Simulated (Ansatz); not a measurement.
We consider bcc Fe, described by r²SCAN0 in Ansatz (PAW).

Settings: plane-wave cutoff 520 eV, 16×16×16 k mesh, Fermi–Dirac smearing 0.05 eV, spin-polarised with parallel moments, scalar-relativistic PAW data made under PBE.

Properties against volume:

```tsv
V (Å³/atom)	P (GPa)	moment (μB per cell of 1 atoms)
11.654	10.10	2.87
12.068	2.95	2.88
12.268	-0.14	2.88
12.574	-3.71	2.90
12.881	-5.48	2.99
```

Ansatz is a program for electronic structure.
